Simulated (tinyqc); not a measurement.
Inside a calculation (part 1 of 2). Method: CIS and TDHF on RHF in the sto-3g basis, frozen core, for BH2+, spin multiplicity 1. Computed by tinyqc, a small Python program that keeps every step (integrals from PySCF). Settings: charge = 1, multiplicity = 1, basis = sto-3g, method = RHF, frozen orbitals = 1, energy threshold = 1e-10, iteration cap = 54, orthogonalisation = canonical, start = core, DIIS depth = 6, TDHF = 1. Command: `OMP_NUM_THREADS=1 python tinyqc.py 23427 23428 out.jsonl` (the two numbers bound the seeds that draw the settings). One thread of a shared host (Intel(R) Xeon(R) Processor @ 2.60GHz), about 0.08 s of CPU time with the checks. The early iterations of the SCF are left out here.

## One-electron integrals

Geometry (angstrom):
```
atom       x        y       z
B     0.0000   0.0000  0.0000
H     0.0000   1.1590  0.5280
H     0.0000  -1.1740  0.5350
```

Basis sto-3g: exponents (1/bohr^2) and contraction coefficients of normalised primitives:
```
element  l (shell)  exponent  coefficient
B            s (1)   48.7911       0.1543
B            s (1)    8.8874       0.5353
B            s (1)    2.4053       0.4446
B            s (2)    2.2370      -0.1000
B            s (2)    0.5198       0.3995
B            s (2)    0.1691       0.7001
B            p (3)    2.2370       0.1559
B            p (3)    0.5198       0.6077
B            p (3)    0.1691       0.3920
H            s (1)    3.4253       0.1543
H            s (1)    0.6239       0.5353
H            s (1)    0.1689       0.4446
```

Overlap, kinetic and nuclear-attraction integrals over the contracted functions; the nuclear repulsion is the sum of Za Zb / Rab.

nuclear repulsion = 4.355130 hartree

overlap S:
```
         1B 1s   1B 2s  1B 2px   1B 2py  1B 2pz   2H 1s    3H 1s
1B 1s   1.0000  0.2693  0.0000   0.0000  0.0000  0.0550   0.0530
1B 2s   0.2693  1.0000  0.0000   0.0000  0.0000  0.4336   0.4255
1B 2px  0.0000  0.0000  1.0000   0.0000  0.0000  0.0000   0.0000
1B 2py  0.0000  0.0000  0.0000   1.0000  0.0000  0.4175  -0.4120
1B 2pz  0.0000  0.0000  0.0000   0.0000  1.0000  0.1902   0.1877
2H 1s   0.0550  0.4336  0.0000   0.4175  0.1902  1.0000   0.0673
3H 1s   0.0530  0.4255  0.0000  -0.4120  0.1877  0.0673   1.0000
```

kinetic energy T (hartree):
```
          1B 1s    1B 2s  1B 2px   1B 2py  1B 2pz    2H 1s    3H 1s
1B 1s   10.8263  -0.0480  0.0000   0.0000  0.0000  -0.0142  -0.0140
1B 2s   -0.0480   0.3592  0.0000   0.0000  0.0000   0.0690   0.0654
1B 2px   0.0000   0.0000  1.1239   0.0000  0.0000   0.0000   0.0000
1B 2py   0.0000   0.0000  0.0000   1.1239  0.0000   0.1726  -0.1658
1B 2pz   0.0000   0.0000  0.0000   0.0000  1.1239   0.0786   0.0756
2H 1s   -0.0142   0.0690  0.0000   0.1726  0.0786   0.7600  -0.0114
3H 1s   -0.0140   0.0654  0.0000  -0.1658  0.0756  -0.0114   0.7600
```

nuclear attraction V (hartree):
```
           1B 1s    1B 2s   1B 2px   1B 2py   1B 2pz    2H 1s    3H 1s
1B 1s   -23.9730  -3.3617   0.0000  -0.0004  -0.0133  -0.6902  -0.6645
1B 2s    -3.3617  -4.5768   0.0000  -0.0025  -0.1206  -1.7198  -1.6784
1B 2px    0.0000   0.0000  -4.4759   0.0000   0.0000   0.0000   0.0000
1B 2py   -0.0004  -0.0025   0.0000  -4.6510  -0.0010  -1.5625   1.5316
1B 2pz   -0.0133  -0.1206   0.0000  -0.0010  -4.5123  -0.7318  -0.7177
2H 1s    -0.6902  -1.7198   0.0000  -1.5625  -0.7318  -3.5093  -0.2644
3H 1s    -0.6645  -1.6784   0.0000   1.5316  -0.7177  -0.2644  -3.4843
```

core Hamiltonian H = T + V (hartree):
```
           1B 1s    1B 2s   1B 2px   1B 2py   1B 2pz    2H 1s    3H 1s
1B 1s   -13.1467  -3.4097   0.0000  -0.0004  -0.0133  -0.7044  -0.6785
1B 2s    -3.4097  -4.2176   0.0000  -0.0025  -0.1206  -1.6508  -1.6129
1B 2px    0.0000   0.0000  -3.3520   0.0000   0.0000   0.0000   0.0000
1B 2py   -0.0004  -0.0025   0.0000  -3.5271  -0.0010  -1.3899   1.3658
1B 2pz   -0.0133  -0.1206   0.0000  -0.0010  -3.3884  -0.6532  -0.6421
2H 1s    -0.7044  -1.6508   0.0000  -1.3899  -0.6532  -2.7493  -0.2758
3H 1s    -0.6785  -1.6129   0.0000   1.3658  -0.6421  -0.2758  -2.7243
```

## Two-electron integrals

Functions are numbered as in S; the eight-fold symmetry (ij|kl) = (ji|kl) = (kl|ij) leaves the list below.

Two-electron integrals (ij|kl) in chemists' order, unique and non-zero (hartree):
```
(11|11) 2.9235      (21|11) 0.5184      (21|21) 0.1093      (22|11) 0.7442
(22|21) 0.1932      (22|22) 0.5448      (31|31) 0.0203      (32|31) 0.0300
(32|32) 0.1203      (33|11) 0.7425      (33|21) 0.1932      (33|22) 0.5447
(33|33) 0.5868      (41|41) 0.0203      (42|41) 0.0300      (42|42) 0.1203
(43|43) 0.0316      (44|11) 0.7425      (44|21) 0.1932      (44|22) 0.5447
(44|33) 0.5235      (44|44) 0.5868      (51|51) 0.0203      (52|51) 0.0300
(52|52) 0.1203      (53|53) 0.0316      (54|54) 0.0316      (55|11) 0.7425
(55|21) 0.1932      (55|22) 0.5447      (55|33) 0.5235      (55|44) 0.5235
(55|55) 0.5868      (61|11) 0.1054      (61|21) 0.0221      (61|22) 0.0393
(61|33) 0.0391      (61|41) 0.0015      (61|42) 0.0027      (61|44) 0.0396
(61|51) 0.0007      (61|52) 0.0012      (61|54) 2.25e-04    (61|55) 0.0392
(61|61) 0.0046      (62|11) 0.2522      (62|21) 0.0665      (62|22) 0.2060
(62|33) 0.2001      (62|41) 0.0067      (62|42) 0.0404      (62|44) 0.2145
(62|51) 0.0030      (62|52) 0.0184      (62|54) 0.0066      (62|55) 0.2031
(62|61) 0.0144      (62|62) 0.1069      (63|31) 0.0067      (63|32) 0.0312
(63|43) 0.0076      (63|53) 0.0034      (63|63) 0.0119      (64|11) 0.2141
(64|21) 0.0572      (64|22) 0.1870      (64|33) 0.1771      (64|41) 0.0116
(64|42) 0.0647      (64|44) 0.2042      (64|51) 0.0023      (64|52) 0.0153
(64|54) 0.0089      (64|55) 0.1796      (64|61) 0.0130      (64|62) 0.1137
(64|64) 0.1303      (65|11) 0.0976      (65|21) 0.0261      (65|22) 0.0852
(65|33) 0.0807      (65|41) 0.0023      (65|42) 0.0153      (65|44) 0.0861
(65|51) 0.0077      (65|52) 0.0381      (65|54) 0.0101      (65|55) 0.0887
(65|61) 0.0059      (65|62) 0.0518      (65|64) 0.0540      (65|65) 0.0364
(66|11) 0.4107      (66|21) 0.1103      (66|22) 0.3863      (66|33) 0.3633
(66|41) 0.0135      (66|42) 0.1084      (66|44) 0.4201      (66|51) 0.0062
(66|52) 0.0494      (66|54) 0.0259      (66|55) 0.3751      (66|61) 0.0243
(66|62) 0.2556      (66|64) 0.2956      (66|65) 0.1346      (66|66) 0.7746
(71|11) 0.1015      (71|21) 0.0213      (71|22) 0.0379      (71|33) 0.0377
(71|41) -0.0014     (71|42) -0.0026     (71|44) 0.0381      (71|51) 0.0006
(71|52) 0.0012      (71|54) -2.16e-04   (71|55) 0.0378      (71|61) 0.0042
(71|62) 0.0126      (71|64) 0.0103      (71|65) 0.0052      (71|66) 0.0207
(71|71) 0.0043      (72|11) 0.2459      (72|21) 0.0648      (72|22) 0.2013
(72|33) 0.1955      (72|41) -0.0065     (72|42) -0.0396     (72|44) 0.2097
(72|51) 0.0030      (72|52) 0.0181      (72|54) -0.0065     (72|55) 0.1984
(72|61) 0.0127      (72|62) 0.0671      (72|64) 0.0533      (72|65) 0.0317
(72|66) 0.1215      (72|71) 0.0135      (72|72) 0.1027      (73|31) 0.0065
(73|32) 0.0303      (73|43) -0.0074     (73|53) 0.0034      (73|63) 0.0066
(73|73) 0.0113      (74|11) -0.2099     (74|21) -0.0561     (74|22) -0.1837
(74|33) -0.1739     (74|41) 0.0113      (74|42) 0.0633      (74|44) -0.2005
(74|51) -0.0022     (74|52) -0.0151     (74|54) 0.0088      (74|55) -0.1764
(74|61) -0.0105     (74|62) -0.0537     (74|64) -0.0374     (74|65) -0.0249
(74|66) -0.0929     (74|71) -0.0123     (74|72) -0.1097     (74|74) 0.1261
(75|11) 0.0956      (75|21) 0.0255      (75|22) 0.0837      (75|33) 0.0793
(75|41) -0.0022     (75|42) -0.0151     (75|44) 0.0846      (75|51) 0.0075
(75|52) 0.0372      (75|54) -0.0098     (75|55) 0.0871      (75|61) 0.0053
(75|62) 0.0319      (75|64) 0.0249      (75|65) 0.0214      (75|66) 0.0602
(75|71) 0.0056      (75|72) 0.0500      (75|74) -0.0523     (75|75) 0.0351
(76|11) 0.0393      (76|21) 0.0103      (76|22) 0.0319      (76|33) 0.0311
(76|41) -4.26e-06   (76|42) -4.20e-05   (76|44) 0.0323      (76|51) 0.0008
(76|52) 0.0050      (76|54) -9.18e-06   (76|55) 0.0323      (76|61) 0.0021
(76|62) 0.0137      (76|64) 0.0127      (76|65) 0.0073      (76|66) 0.0289
(76|71) 0.0021      (76|72) 0.0134      (76|74) -0.0126     (76|75) 0.0072
(76|76) 0.0022      (77|11) 0.4058      (77|21) 0.1090      (77|22) 0.3827
(77|33) 0.3600      (77|41) -0.0132     (77|42) -0.1071     (77|44) 0.4161
(77|51) 0.0060      (77|52) 0.0488      (77|54) -0.0256     (77|55) 0.3717
(77|61) 0.0212      (77|62) 0.1233      (77|64) 0.0937      (77|65) 0.0608
(77|66) 0.2266      (77|71) 0.0231      (77|72) 0.2498      (77|74) -0.2900
(77|75) 0.1322      (77|76) 0.0289      (77|77) 0.7746
```

## Orthogonalisation

S = U s U^T; canonical form X = U s^(-1/2), so that X^T S X = 1. Each column of U has its largest component positive (the first on a tie).

eigenvalues of S: 0.3421  0.3795  0.8754  1.0000  1.0825  1.5537  1.7668

X:
```
              1        2        3       4        5        6       7
1B 1s   -0.3466   0.0473   0.7765  0.0000  -0.5651  -0.0059  0.2187
1B 2s    1.1593  -0.1406  -0.2779  0.0000  -0.2351  -0.0114  0.4788
1B 2px   0.0000   0.0000   0.0000  1.0000   0.0000   0.0000  0.0000
1B 2py   0.1486   1.1056  -0.0012  0.0000   0.0013   0.5831  0.0123
1B 2pz   0.4474  -0.0543   0.6161  0.0000   0.7081  -0.0045  0.1768
2H 1s   -0.8908  -0.7331  -0.2016  0.0000   0.1537   0.3802  0.3677
3H 1s   -0.6654   0.9223  -0.2047  0.0000   0.1555  -0.3985  0.3497
```

## Iteration 9 (converged): orbitals

converged F (hartree):
```
          1B 1s    1B 2s   1B 2px   1B 2py   1B 2pz    2H 1s    3H 1s
1B 1s   -7.9317  -2.3036   0.0000  -0.0002   0.0087  -0.4808  -0.4632
1B 2s   -2.3036  -1.4351   0.0000  -0.0025  -0.1009  -0.6803  -0.6669
1B 2px   0.0000   0.0000  -0.1656   0.0000   0.0000   0.0000   0.0000
1B 2py  -0.0002  -0.0025   0.0000  -0.6241  -0.0018  -0.5004   0.4945
1B 2pz   0.0087  -0.1009   0.0000  -0.0018  -0.2112  -0.1888  -0.1858
2H 1s   -0.4808  -0.6803   0.0000  -0.5004  -0.1888  -0.6659  -0.1162
3H 1s   -0.4632  -0.6669   0.0000   0.4945  -0.1858  -0.1162  -0.6548
```

Diagonalise F' = X^T F X, C = X C', fill 3 alpha and 3 beta electrons from the bottom; D = 2 C_occ C_occ^T. Each column has its largest component positive (the first on a tie).

F' = X^T F X (hartree):
```
         1        2        3        4        5        6        7
1   0.0681   0.0417   0.6841   0.0000  -0.4708  -0.0039   0.1899
2   0.0417   0.3115  -0.1026   0.0000   0.0736   0.0011  -0.0318
3   0.6841  -0.1026  -3.7611   0.0000   3.2283   0.0436  -1.8299
4   0.0000   0.0000   0.0000  -0.1656   0.0000   0.0000   0.0000
5  -0.4708   0.0736   3.2283   0.0000  -3.1595  -0.0440   1.8092
6  -0.0039   0.0011   0.0436   0.0000  -0.0440  -0.8299   0.0265
7   0.1899  -0.0318  -1.8299   0.0000   1.8092   0.0265  -2.0728
```

orbital energies (hartree): MO1 -7.9362, MO2 -0.9686, MO3 -0.8293, MO4 -0.2268, MO5 -0.1656, MO6 0.1986, MO7 0.3186

coefficients C:
```
            MO1      MO2      MO3      MO4     MO5      MO6      MO7
1B 1s    0.9923  -0.2369   0.0044   0.1255  0.0000  -0.1896  -0.0116
1B 2s    0.0296   0.6844  -0.0158  -0.5227  0.0000   0.9891   0.0678
1B 2px   0.0000   0.0000   0.0000   0.0000  1.0000   0.0000   0.0000
1B 2py   0.0001   0.0101   0.5828   0.0007  0.0000  -0.0574   1.1142
1B 2pz   0.0010   0.0974  -0.0009   0.8298  0.0000   0.6450   0.0377
2H 1s   -0.0051   0.3080   0.3840   0.2293  0.0000  -0.7711  -0.8863
3H 1s   -0.0050   0.2930  -0.3954   0.2331  0.0000  -0.8559   0.7820
```

D after iteration 9:
```
          1B 1s    1B 2s  1B 2px   1B 2py   1B 2pz    2H 1s    3H 1s
1B 1s    2.0814  -0.2656  0.0000   0.0006  -0.0442  -0.1527  -0.1523
1B 2s   -0.2656   0.9391  0.0000  -0.0047   0.1334   0.4092   0.4133
1B 2px   0.0000   0.0000  0.0000   0.0000   0.0000   0.0000   0.0000
1B 2py   0.0006  -0.0047  0.0000   0.6795   0.0009   0.4538  -0.4550
1B 2pz  -0.0442   0.1334  0.0000   0.0009   0.0190   0.0593   0.0577
2H 1s   -0.1527   0.4092  0.0000   0.4538   0.0593   0.4847  -0.1231
3H 1s   -0.1523   0.4133  0.0000  -0.4550   0.0577  -0.1231   0.4844
```

## Convergence

Stop when the energy changes by less than 1e-10 hartree and every element of the error matrix X^T (F D S - S D F) X is below 3e-06.

Course of the cycle:
```
iteration  E (hartree)     change  largest element of the error matrix
1           -24.134617          -                             7.84e-01
2           -25.119028  -9.84e-01                             6.87e-02
3           -25.131704  -1.27e-02                             2.27e-02
4           -25.132873  -1.17e-03                             3.74e-03
5           -25.132912  -3.95e-05                             4.73e-04
6           -25.132913  -2.88e-07                             5.28e-05
7           -25.132913  -8.56e-09                             2.65e-05
8           -25.132913  -2.32e-09                             3.92e-06
9           -25.132913  -5.43e-11                             7.60e-08
```

PySCF RHF in the same basis = -25.132913 hartree

Converged in 9 iterations.

## Integrals over molecular orbitals

(pq|rs) = sum C_ip C_jq C_kr C_ls (ij|kl), one index at a time.

one-electron integrals over orbitals h = C^T H C (hartree):
```
          1        2        3        4        5        6        7
1  -13.1335   0.2886  -0.0055  -0.1675   0.0000   0.1980   0.0119
2    0.2886  -3.4225  -0.0014   0.1000   0.0000  -0.4960  -0.0373
3   -0.0055  -0.0014  -3.1980  -0.0053   0.0000   0.0430  -0.5467
4   -0.1675   0.1000  -0.0053  -3.2540   0.0000  -0.2559  -0.0116
5    0.0000   0.0000   0.0000   0.0000  -3.3520   0.0000   0.0000
6    0.1980  -0.4960   0.0430  -0.2559   0.0000  -2.6930   0.0004
7    0.0119  -0.0373  -0.5467  -0.0116   0.0000   0.0004  -2.6876
```

Two-electron integrals over orbitals (pq|rs), unique and non-zero (hartree); the lowest 1 orbital is frozen and left out:
```
(22|22) 0.4702      (32|22) 0.0060      (32|32) 0.1424      (33|22) 0.4624
(33|32) -0.0043     (33|33) 0.4815      (42|22) 0.0188      (42|32) 3.78e-04
(42|33) 0.0163      (42|42) 0.0709      (43|22) 0.0009      (43|32) 0.0236
(43|33) -0.0009     (43|42) -0.0011     (43|43) 0.0305      (44|22) 0.4439
(44|32) -2.67e-04   (44|33) 0.4274      (44|42) -0.0722     (44|43) 0.0020
(44|44) 0.5779      (52|52) 0.0752      (53|52) -0.0010     (53|53) 0.0191
(54|52) -0.0306     (54|53) 0.0007      (54|54) 0.0415      (55|22) 0.4714
(55|32) -1.07e-04   (55|33) 0.4377      (55|42) -0.0369     (55|43) 0.0014
(55|44) 0.5078      (55|55) 0.5868      (62|22) 0.0480      (62|32) -0.0013
(62|33) 0.0102      (62|42) -0.0029     (62|43) 0.0016      (62|44) 0.0593
(62|55) 0.0987      (62|62) 0.0870      (63|22) -0.0064     (63|32) -0.0682
(63|33) 4.35e-04    (63|42) 0.0026      (63|43) -0.0258     (63|44) -0.0070
(63|55) -0.0085     (63|62) -0.0071     (63|63) 0.0774      (64|22) 0.0244
(64|32) 0.0038      (64|33) 0.0028      (64|42) 0.0015      (64|43) 7.70e-05
(64|44) 0.0389      (64|55) 0.0396      (64|62) 0.0479      (64|63) -0.0056
(64|64) 0.0335      (65|52) 0.0512      (65|53) -0.0019     (65|54) -0.0113
(65|65) 0.0426      (66|22) 0.4732      (66|32) -0.0129     (66|33) 0.4685
(66|42) 0.0551      (66|43) -0.0051     (66|44) 0.4100      (66|55) 0.4457
(66|62) 0.0311      (66|63) 0.0086      (66|64) 0.0181      (66|66) 0.5249
(72|22) 0.0025      (72|32) -0.0154     (72|33) 0.0012      (72|42) -0.0018
(72|43) -0.0305     (72|44) 0.0053      (72|55) 0.0074      (72|62) 0.0041
(72|63) 0.0502      (72|64) 0.0029      (72|66) 0.0061      (72|72) 0.0541
(73|22) 0.0404      (73|32) -0.0042     (73|33) 0.0248      (73|42) -0.0510
(73|43) 0.0005      (73|44) 0.1016      (73|55) 0.1067      (73|62) 0.0704
(73|63) -0.0041     (73|64) 0.0365      (73|66) -0.0058     (73|72) 0.0078
(73|73) 0.1077      (74|22) -0.0015     (74|32) -0.0677     (74|33) 0.0026
(74|42) 0.0006      (74|43) 0.0045      (74|44) 0.0017      (74|55) 0.0017
(74|62) 0.0030      (74|63) 0.0391      (74|64) -0.0014     (74|66) 0.0074
(74|72) 0.0040      (74|73) 0.0039      (74|74) 0.0530      (75|52) 0.0034
(75|53) 0.0165      (75|54) -0.0008     (75|65) 0.0015      (75|75) 0.0184
(76|22) 0.0058      (76|32) 0.1173      (76|33) -0.0045     (76|42) 0.0036
(76|43) 0.0359      (76|44) -0.0024     (76|55) 1.45e-04    (76|62) 0.0020
(76|63) -0.0811     (76|64) 0.0046      (76|66) -0.0112     (76|72) -0.0419
(76|73) -0.0061     (76|74) -0.0553     (76|76) 0.1251      (77|22) 0.4647
(77|32) 0.0143      (77|33) 0.4816      (77|42) -0.0009     (77|43) 0.0043
(77|44) 0.4601      (77|55) 0.4587      (77|62) 0.0110      (77|63) -0.0119
(77|64) 0.0014      (77|66) 0.4764      (77|72) -0.0038     (77|73) 0.0344
(77|74) -0.0065     (77|76) 0.0130      (77|77) 0.5129
```

## CIS matrix, singlets

A(ia,jb) = (e_a - e_i) d_ij d_ab + 2 (ia|jb) - (ij|ab).

CIS matrix A, singlet (hartree):
```
         2>4      2>5      2>6      2>7      3>4      3>5      3>6      3>7
2>4   0.4396   0.0000  -0.0303  -0.0020  -0.0019   0.0000   0.0015  -0.0343
2>5   0.0000   0.4820   0.0000   0.0000   0.0000  -0.0020   0.0000   0.0000
2>6  -0.0303   0.0000   0.8679   0.0024  -0.0005   0.0000  -0.0014   0.0234
2>7  -0.0020   0.0000   0.0024   0.9307   0.0068   0.0000  -0.0169   0.0014
3>4  -0.0019   0.0000  -0.0005   0.0068   0.2361   0.0000  -0.0544  -0.0016
3>5   0.0000  -0.0020   0.0000   0.0000   0.0000   0.2641   0.0000   0.0000
3>6   0.0015   0.0000  -0.0014  -0.0169  -0.0544   0.0000   0.7141  -0.0037
3>7  -0.0343   0.0000   0.0234   0.0014  -0.0016   0.0000  -0.0037   0.8816
```

## CIS singlet states

dipole integrals <i|r|a> (bohr):
```
           x        y        z
2>4   0.0000  -0.0002   0.8603
2>5   0.8290   0.0000   0.0000
2>6   0.0000   0.0102  -0.0519
2>7   0.0000  -0.4990  -0.0153
3>4   0.0000   0.2598  -0.0204
3>5  -0.0159   0.0000   0.0000
3>6   0.0000  -1.1022   0.0390
3>7   0.0000  -0.0500  -0.6322
```

Diagonalise A (1 hartree = 27.211386 eV); each vector has its largest component positive (the first on a tie). The transition dipole is mu = sqrt2 sum c_ia <i|r|a>.

singlet excitation energies (eV): 6.2554  7.1854  11.8392  13.1154  19.5576  23.1412  24.5839  25.3760

lowest vectors:
```
     state 1  state 2  state 3  state 4  state 5  state 6
2>4   0.0089   0.0000   0.9951   0.0000   0.0024  -0.0081
2>5   0.0000   0.0091   0.0000   1.0000   0.0000   0.0000
2>6   0.0014   0.0000   0.0656   0.0000   0.0047   0.7963
2>7  -0.0069   0.0000   0.0035   0.0000   0.0821  -0.0117
3>4   0.9937   0.0000  -0.0086   0.0000  -0.1106  -0.0001
3>5   0.0000   1.0000   0.0000  -0.0091   0.0000   0.0000
3>6   0.1115   0.0000  -0.0055   0.0000   0.9902   0.0098
3>7   0.0035   0.0000   0.0729   0.0000   0.0205  -0.6046
```

oscillator strengths 2/3 w |mu|^2: 0.0059  0.0000  0.3773  0.4418  1.2949  0.1281

## TDHF (RPA) singlet states

B(ia,jb) = 2 (ia|jb) - (ib|ja); the squared energies are the eigenvalues of (A - B)(A + B); 1 hartree = 27.211386 eV.

TDHF matrix B, singlet (hartree):
```
         2>4      2>5      2>6      2>7      3>4      3>5      3>6      3>7
2>4   0.0709   0.0000  -0.0029  -0.0018  -0.0011   0.0000   0.0036  -0.0716
2>5   0.0000   0.0752   0.0000   0.0000   0.0000  -0.0010   0.0000   0.0000
2>6  -0.0029   0.0000   0.0870   0.0041   0.0006   0.0000  -0.0071   0.0905
2>7  -0.0018   0.0000   0.0041   0.0541  -0.0099   0.0000   0.0301   0.0078
3>4  -0.0011   0.0000   0.0006  -0.0099   0.0305   0.0000  -0.0258   0.0005
3>5   0.0000  -0.0010   0.0000   0.0000   0.0000   0.0191   0.0000   0.0000
3>6   0.0036   0.0000  -0.0071   0.0301  -0.0258   0.0000   0.0774  -0.0041
3>7  -0.0716   0.0000   0.0905   0.0078   0.0005   0.0000  -0.0041   0.1077
```

squared energies w^2 (hartree^2): 0.0520  0.0694  0.1828  0.2266  0.5075  0.7208  0.7746  0.8658

TDHF energies from the positive w^2 (eV): 6.2034  7.1667  11.6337  12.9547  19.3859  23.1019  23.9491  25.3196

## CIS matrix, triplets

A(ia,jb) = (e_a - e_i) d_ij d_ab - (ij|ab).

CIS matrix A, triplet (hartree):
```
         2>4     2>5      2>6      2>7      3>4     3>5      3>6      3>7
2>4   0.2978  0.0000  -0.0244   0.0015   0.0003  0.0000  -0.0038   0.0677
2>5   0.0000  0.3316   0.0000   0.0000   0.0000  0.0001   0.0000   0.0000
2>6  -0.0244  0.0000   0.6940  -0.0058  -0.0038  0.0000   0.0129  -0.1173
2>7   0.0015  0.0000  -0.0058   0.8224   0.0677  0.0000  -0.1173  -0.0143
3>4   0.0003  0.0000  -0.0038   0.0677   0.1751  0.0000  -0.0028  -0.0026
3>5   0.0000  0.0001   0.0000   0.0000   0.0000  0.2260   0.0000   0.0000
3>6  -0.0038  0.0000   0.0129  -0.1173  -0.0028  0.0000   0.5594   0.0045
3>7   0.0677  0.0000  -0.1173  -0.0143  -0.0026  0.0000   0.0045   0.6663
```
